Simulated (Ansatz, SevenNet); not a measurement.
Elastic constant C11 (GPa) of solids drawn from the class of intermetallic compounds, at two levels: the machine-learned potential SevenNet-l3i5 (trained on PBE and PBE+U data), and PBE (PAW; Ansatz, a first-principles code).

```csv
solid,SevenNet-l3i5,PBE,shift (%)
L1₂ (Cu3Au-type) Pt3Ti,315,345,+9.5
L1₂ (Cu3Au-type) Ni3Al,244,247,+1.2
CsCl-type PdIn,115,128,+11.3
L1₂ (Cu3Au-type) Al3Sc,142,180,+27
L1₂ (Cu3Au-type) Cu3Au,173,180,+4.0
fluorite PtAl2,138,172,+25
L1₂ (Cu3Au-type) Ni3Fe,266,276,+3.8
CsCl-type RuAl,328,315,-4.0
fluorite AuAl2,124,139,+12.1
antifluorite Mg2Ge,84.8,107,+26
```

The shifts run from -4.0 % to +27 %, with a median of +10.4 %.

Over all 10 rows PBE is the larger in 9.

Ansatz's runs of these crystals have no spin polarisation, but for L1₂ (Cu3Au-type) Ni3Al, L1₂ (Cu3Au-type) Ni3Fe.

Density-functional runs with spin start from parallel moments for L1₂ (Cu3Au-type) Ni3Al, parallel moments for L1₂ (Cu3Au-type) Ni3Fe.

Spin–orbit coupling is left out, also for the solids with elements from indium on (L1₂ (Cu3Au-type) Pt3Ti, CsCl-type PdIn, L1₂ (Cu3Au-type) Cu3Au, fluorite PtAl2, fluorite AuAl2); its size isn't shown.

Each level is taken at its own relaxed cell. Ansatz's density-functional and Hartree–Fock values are scalar-relativistic unless marked +SOC, with PAW data made under PBE.
